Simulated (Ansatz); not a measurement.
Basis-set extrapolation for C2H6FNO2 (`COC(N)(O)F`) (PBE0-D4/def2-TZVP geometry, frozen core, Ansatz). Multiplicity 1, RHF reference.

```csv
,def2-TZVPP,def2-QZVPP
HF,-383.019187,-383.036452
MP2 correlation,-1.273177,-1.373728
CCSD(T) correlation,-1.346542,not run
```

Energies in hartree. Use E(X) = E(∞) + A·exp(−7.88·√X) for Hartree–Fock and E(X) = E(∞) + B·X^(−2.97) for correlation, with X = 3 and 4, and add CCSD(T) minus MP2 of the smaller set to the MP2 limit.

**Question.** What is the CCSD(T) energy at the basis-set limit?

**Answer.** HF limit: -383.036452 + (-0.017265) × 0.13774 = -383.03883. MP2 limit: -1.373728 + (-0.100551) × 0.74074 = -1.44821. Higher-order term: -1.346542 − (-1.273177) = -0.07336. Total: -384.56040 hartree, 5.30 eV below CCSD(T)/def2-TZVPP.
